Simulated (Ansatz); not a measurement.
System: C2H6NO, charge 1, multiplicity 1. It need not be the lowest isomer of its formula. SMILES: CC([NH3+])=O
Geometry: optimised at B3LYP-D3(BJ)/def2-TZVP (Ansatz, a first-principles code).

Parts of the frozen-core correlation energy in cc-pVTZ (Ansatz, hartree). Frozen orbitals: 4; correlated occupied orbitals by spin: 12 and 12; virtual: 188 and 188. No spin-orbit coupling. Non-relativistic.

```csv
term,value
reference (HF),-208.37866
MP2 opposite-spin,[?]
MP2 same-spin,[?]
CCSD correlation,-0.79979
(T),[?]
T1 diagnostic,0.013
largest doubles amplitude,0.061
```

Problem. Fill in the missing entries.

Solution. 
- MP2 opposite-spin, value: -0.59003
- MP2 same-spin, value: -0.18569
- (T), value: -0.03321
